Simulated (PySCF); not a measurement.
Gas-phase reaction: BH2 + 4 BCl3 ⇌ 5 BCl2 + 2 HCl

Method: PySCF energies plus ideal-gas RRHO corrections (1 bar). The comparison is the NASA 1993 polynomial table, which mixes measured and estimated data. After a fit of one offset per element over all species, the range-separated, M06-2X, PBE0/def2-QZVP and CCSD(T)/def2-TZVPP enthalpies, where run, lie to one side of the table for BH2 (+121 kJ/mol), BCl2 (+48 kJ/mol): a fault of the table's entry, another state or a shared error of the levels is possible; this was not checked at source. S°(298 K) at PBE0/def2-TZVP differs from the NASA 1993 table for BH2 (+14 J/mol/K); whether the harmonic model or the table's entry is off was not settled. † marks an energy on the PBE0/def2-TZVP geometry and frequencies; other levels use their own. 6-31G* has spherical d functions here. Open shells (unrestricted): BH2 (multiplicity 2), BCl2 (multiplicity 2); the rest are closed-shell singlets. B3LYP is the form with VWN-RPA correlation. For this reaction the table lies outside the span of B3LYP, CCSD(T), M06-2X, MP2, PBE0, r2SCAN, ωB97M-V, ωB97X-V in their largest bases here; which side is off was not settled. The harmonic model lacks anharmonicity and excited electronic states, which grow with temperature; levels with a mode under 35 cm⁻¹ are left out. The table's entry may be an old estimate for BH2, BCl2 (not checked at source).

| level | ΔH°(298 K), kJ | minus table | ΔG°(800 K), kJ |
|---|---|---|---|
| table | 828.9 | - | 511.8 |
| B3LYP/6-31G* | 952.0 | 123.1 | 654.9 |
| BLYP/def2-TZVP† | 870.5 | 41.6 | 574.9 |
| PBE0/def2-SVP† | 969.8 | 140.9 | 674.3 |
| LDA/def2-TZVP† | 1016.4 | 187.5 | 720.9 |
| ωB97M-V/def2-TZVP† | 1001.3 | 172.4 | 705.8 |
| ωB97X-V/def2-TZVP† | 982.8 | 153.9 | 687.2 |
